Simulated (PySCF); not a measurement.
Species: C₅H₇F (charge +1 and doublet state).
Z-matrix (Å and degrees, GFN2-xTB geometry), rows numbered from 1:
```
C 
C   1  1.4925
F   2  1.3486  1  111.69
C   2  1.5548  1  118.96  3  -128.65
C   4  1.3323  2   97.56  1  -111.03
C   5  1.5013  4   90.84  2    -7.98
H   1  1.0929  2  109.91  3    56.10
H   1  1.0941  2  109.93  3   -59.95
H   1  1.0864  2  111.74  3   178.11
H   4  1.0812  2  122.95  1    84.73
H   5  1.0735  4  137.00  2   171.36
H   6  1.0952  2  110.79  1    -3.39
H   6  1.0900  2  114.68  1  -130.66
```

Identity: `C[C@]1(F)[CH+][CH]C1` [radical] (charge +1).

Computed, not measured: UKS B3LYP, pcH-1 on C F H, non-relativistic, mean-field spin-orbit, GIAO (PySCF). Geometry: GFN2-xTB; no solvent, vibrations or thermal averaging. A GFN2-xTB geometry isn't a minimum of the functional, and hyperfine couplings can be far from their values at a DFT geometry, by a factor of two or more for some ions and for spin on atoms past the first row. The SCF solution wasn't tested for stability.

Principal values of hyperfine tensors in MHz (contact and dipolar terms together), for some of the nuclei:

| atom | isotope | A1 | A2 | A3 |
| --- | --- | --- | --- | --- |
| H12 | 1H | 253.74 | 255.89 | 275.46 |
| H10 | 1H | 41.41 | 51.40 | 84.44 |
| F3 | 19F | -118.24 | -112.44 | 390.70 |
| C6 | 13C | 23.32 | 25.67 | 62.60 |
| C4 | 13C | -13.74 | -5.46 | 109.44 |
| H13 | 1H | 8.10 | 9.57 | 28.29 |
| C5 | 13C | -17.94 | -12.69 | 70.66 |
| H7 | 1H | 11.08 | 11.12 | 16.42 |

Split each tensor into its isotropic and traceless parts, and turn a_iso into mT with g = 2.0045.

a_iso = (A1 + A2 + A3)/3, Ti = Ai − a_iso; 1 mT corresponds to 28.055 MHz.

```tsv
atom	a_iso (MHz)	a_iso (mT)	T1	T2	T3
H12	261.69	9.328	-7.96	-5.81	13.76
H10	59.08	2.106	-17.67	-7.69	25.36
F3	53.34	1.901	-171.58	-165.78	337.36
C6	37.20	1.326	-13.88	-11.53	25.40
C4	30.08	1.072	-43.82	-35.54	79.36
H13	15.32	0.546	-7.22	-5.75	12.97
C5	13.34	0.476	-31.28	-26.03	57.32
H7	12.87	0.459	-1.79	-1.75	3.55
```

What spin density at the nucleus of H12 lies behind its contact coupling (g_N = 5.58569)?

a_FC = (2μ0/3) gₑ μB g_N μN ρ(0)/(2S·h) = 800.24 MHz × g_N × ρ(0)/(2S), with ρ in bohr⁻³. With a_FC = 261.69 MHz and 2S = 1, ρ(0) = 0.05855 bohr⁻³. In magnitude that is 18.4 % of the 1/π = 0.318 of a free hydrogen atom.

H11 (1H, g_N = 5.58569) isn't in the table. Its spin density at the nucleus is -0.003012 bohr⁻³. What is its contact coupling?

By the same relation, a_FC = -13.46 MHz. Its full tensor has the principal values -27.31, -18.58, 5.51 MHz.

Which nucleus of the table has the largest anisotropic coupling, and what is its form?

F3: -171.6, -165.8, 337.4 MHz, axial, in the ratio −1:−1:+2.

In a single crystal, with the field along each principal axis of the tensor of H10 in turn, what first-order splitting does this nucleus give (isotropic g, quadrupole terms neglected)?

2 lines (I = 1/2), spaced by |A_i|/(g × 13.996): 1.48, 1.83, 3.01 mT along the axes of A1, A2 and A3.
